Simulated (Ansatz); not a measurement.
# CH₂BSi radical: an energy map over two coordinates

Aim: map the energy of CH₂BSi, SMILES [B]=C=[SiH2], spin multiplicity 2 over two coordinates, and find its wells, ridges and stiffness.

Method: UKS PBE0-D4/def2-TZVP; program: Ansatz 0.2.0.

## 1. The starting structure

SMILES `[B]=C=[SiH2]`, 5 atoms, charge 0, spin multiplicity 2.

Atoms are counted from 1 here; the program's logs count them from 0.

Bond lengths: B1–C2 1.376 Å, C2–Si3 1.700 Å, Si3–H4 1.502 Å, Si3–H5 1.502 Å. Angles: B1–C2–Si3 179.2°, C2–Si3–H4 124.6°, C2–Si3–H5 124.5°, H4–Si3–H5 110.9°.

Geometry (Å):

```xyz
5
CH2BSi
B    -1.5147   -0.6256    1.8364
C    -0.6717   -0.2845    0.8038
Si    0.3779    0.1560   -0.4585
H     0.5529   -0.6212   -1.7321
H     1.2556    1.3753   -0.4497
```

This geometry comes from a loose relaxation at PBE in a small basis, which is not shown.

## 3. The grid

The axes are (1) umbrella angle at Si3 (between each of its bonds and their common axis; 90 is planar): 13 values from 66 to 114 °; (2) change of the bonds Si3–C2, Si3–H4, Si3–H5, all alike: 13 values from −0.170 to 0.263 Å.

Nothing else is relaxed (all other coordinates rigid). Energies count from the relaxed molecule at the same level. Points are written as (first, second).

(The set-up runs are not shown.)

## 4. Point (110°, −0.098 Å)

input.yaml

```yaml
crystal:
  periodic: [false, false, false]
  atoms:
    - { symbol: B, position_ang: [-2.057432, -0.013307, 1.178342] }
    - { symbol: C, position_ang: [-0.93774, 0.056363, 0.41961] }
    - { symbol: Si, position_ang: [0.373382, 0.154222, -0.452182] }
    - { symbol: H, position_ang: [0.174538, -0.270263, -1.754247] }
    - { symbol: H, position_ang: [0.784749, 1.46176, -0.642795] }
magnetization:
  spin_polarized: true
  initial_magnetization: 1
basis:
  gaussian: { orbitals: def2-TZVP }
hamiltonian:
  xc: pbe0
  dispersion: d4
output:
  forces: true
```

On the command line:

```
$ ansatz run input.yaml --threads 1 --pin off --max-ram 2560MiB --backend cpu --events-out ev --progress --plain --runs-dir out
```

Further runs follow: the other points that were computed.

Before running it: what results should come out? Wanted: lowest point; ⟨S²⟩; dipole moment.

As calculated:

| quantity | value |
| --- | --- |
| lowest point | (90°, 0.010 Å), 0.36 kJ/mol |
| highest computed point (blank points may lie higher) | (66°, −0.170 Å), 277 kJ/mol above the lowest |
| ⟨S²⟩ (ħ²) | 0.77 at (90°, −0.170 Å) to 1.41 at (66°, 0.263 Å); 0.79 at the lowest point |
| dipole moment (D) | 0.94 at (66°, 0.263 Å) to 2.65 at (90°, 0.263 Å); 2.10 at the lowest point |
| time for the whole task | 19 min on 1 thread, shared host |

What this shows: The lowest computed point is at (90°, 0.010 Å), 0.36 kJ/mol from the relaxed molecule at the same level. The grid is coarse, so the lowest point of the scanned range may lie between grid points; coordinates that were held can hide deeper minima. The highest computed point, (66°, −0.170 Å), lies 277 kJ/mol above the lowest.
